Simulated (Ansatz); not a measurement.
# BH3S: the cost of one run

Program: Ansatz 0.2.0, Gaussian basis. Level of theory: PBE0-D4/def2-TZVP structures, single points in def2-TZVPP, no counterpoise correction. These are calculated values, not measurements.

Levels: SPW92, PBE-D4, BLYP-D4, r2SCAN-D4, B97M-V, PBE0-D4, B3LYP-D4, r2SCAN0-D4, BHLYP-D4, CAM-B3LYP-D4, wB97X-V, wB97M-V, B2PLYP, PBE-QIDH, RPA on PBE, Hartree-Fock, MP2, CCSD, CCSD(T).

Cores are frozen in the correlated methods. B3LYP uses VWN-RPA correlation. B2PLYP carries no dispersion term here.

78 further runs of the same task are left out: 78 set aside as unsound or not needed.

### 1 Where the work starts

The complex: 7 atoms, charge 0, spin multiplicity 1.

Atoms are counted from 1 here; the program's logs count them from 0.

Bond lengths: B1–S2 1.766 Å, B1–H3 1.190 Å, B1–H4 1.192 Å, S2–H7 1.344 Å, H5–H6 0.747 Å. Angles: S2–B1–H3 121.4°, S2–B1–H4 115.8°, H3–B1–H4 122.7°, B1–S2–H7 99.2°.

Coordinates:

```
B     0.1001   -0.1618   -0.9148
S     1.0585    1.2990   -0.6588
H    -1.0847   -0.1168   -1.0189
H     0.7145   -1.1806   -0.9798
H    -0.1757   -0.7486    2.1236
H    -0.6800   -1.2981    2.0898
H     0.0672    2.2069   -0.6410
```

Its parts: BH₃S holds atoms 1, 2, 3, 4, 7; H₂ holds atoms 5, 6. Each part counts its atoms afresh in its own runs.

### 2 Relaxing BH₃S alone

relax-a/in.yaml

```yaml
crystal:
  periodic: [false, false, false]
  atoms:
    - {symbol: B, position_ang: [0.100098, -0.161750, -0.914767]}
    - {symbol: S, position_ang: [1.058470, 1.298993, -0.658810]}
    - {symbol: H, position_ang: [-1.084663, -0.116773, -1.018935]}
    - {symbol: H, position_ang: [0.714497, -1.180575, -0.979824]}
    - {symbol: H, position_ang: [0.067154, 2.206885, -0.641035]}
basis:
  gaussian: {orbitals: def2-TZVP}
hamiltonian: {xc: pbe0, dispersion: d4}
relax: {f_tol: 0.005, max_steps: 200}
```

The run is started by

```bash
> ansatz run in.yaml --threads 2 --pin off --events-out ev --progress --plain --max-ram 4352MiB
```

**Question.** How long does this run take on 2 threads of Arm Neoverse V1, shared host?

About 3.6 s.
